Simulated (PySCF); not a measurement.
# C2: energy against distance

Set-up: PySCF, no relativity, basis sets C def2-TZVP. Energies in eV from C + C in their ground configurations at the same level. All curves are PBE0. state 1: ³Πu (triplet), unpaired electrons σ ↑, π ↑; state 2: Ms = 0 determinant of mixed spin (⟨S²⟩ near 1.0), unpaired electrons σ ↑, π ↓, a second solution, started from another occupation; state 3: ³Σg⁻ (triplet), unpaired electrons π ↑↑, a second solution, started from another occupation; state 4: Ms = 0 determinant of mixed spin (⟨S²⟩ near 1.0), unpaired electrons π ↑↓, a mixture of terms (⟨Lz²⟩ = 2.0), a second solution, started from another occupation.

| R (Å) | state 1 | state 2 | state 3 | state 4 |
| --- | --- | --- | --- | --- |
| 1.121 | -4.768 | -4.489 | -3.293 | -2.918 |
| 1.174 | -5.608 | -5.339 | -4.419 | -4.058 |
| 1.226 | -6.080 | -5.820 | -5.148 | -4.799 |
| 1.265 | -6.249 | -5.996 | -5.493 | -5.152 |
| 1.304 | -6.296 | -6.048 | -5.702 | -5.368 |
| 1.343 | -6.244 | -6.001 | -5.800 | -5.475 |
| 1.395 | -6.059 | -5.823 | -5.798 | -5.482 |
| 1.460 | -5.696 | -5.465 | -5.635 | -5.331 |
| 1.539 | -5.140 | -4.915 | -5.285 | -4.993 |
| 1.643 | -4.303 | -4.083 | -4.666 | -4.390 |

Q: Put a parabola through the three lowest points of the state 1 curve and estimate Re, k and ωe (reduced mass 6.0 u; 1 eV/Å² = 0.16022 mdyn/Å; ωe = 1302.8·√(k/μ) cm⁻¹).

A: Through R = 1.265, 1.304, 1.343 Å the second-order coefficient is 32.5 eV/Å², so Re ≈ 1.303 Å, k ≈ 10.4 mdyn/Å and ωe ≈ 1718 cm⁻¹. A polynomial fit of higher order to the unrounded PBE0 energies gives Re = 1.301 Å, k = 10.4 mdyn/Å, ωe = 1711 cm⁻¹; anharmonicity and rounding make the difference.

The higher-order fit for each curve: state 1: Re = 1.301 Å, ωe = 1711 cm⁻¹, De = 6.30 eV; state 2: Re = 1.304 Å, ωe = 1704 cm⁻¹, minimum 6.05 eV below the ground-state fragments; state 3: Re = 1.368 Å, ωe = 1503 cm⁻¹, minimum 5.82 eV below the ground-state fragments; state 4: Re = 1.371 Å, ωe = 1489 cm⁻¹, minimum 5.50 eV below the ground-state fragments.

The state was picked by a PBE0 search and need not be the measured ground state.
